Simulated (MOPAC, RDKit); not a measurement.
Molecule: N₂O (charge 0, singlet). SMILES: [N+](#N)[O-]

Atoms: N1, N2, O3. Bonds: N1-N2, N2-O3.

Bond lengths (Å) and angles (degrees) optimised at UFF with RDKit; MMFF94 with RDKit; PM3 with MOPAC; PM7 with MOPAC, each started from the B3LYP-D3(BJ)/def2-TZVP structure (Ansatz) of the last column. A row stands for all coordinates that are equal there. No wavenumbers were computed at UFF, MMFF94, so these may be saddle points.

```csv
coordinate,UFF,MMFF94,PM3,PM7,B3LYP-D3(BJ)/def2-TZVP
N1-N2,1.120,1.087,1.124,1.131,1.121
N2-O3,1.331,1.424,1.197,1.180,1.183
N1-N2-O3,180.0,180.0,180.0,180.0,180.0
```

Mean signed difference of all 2 bond lengths from B3LYP-D3(BJ)/def2-TZVP: UFF 0.074 Å, MMFF94 0.104 Å, PM3 0.009 Å, PM7 0.003 Å.
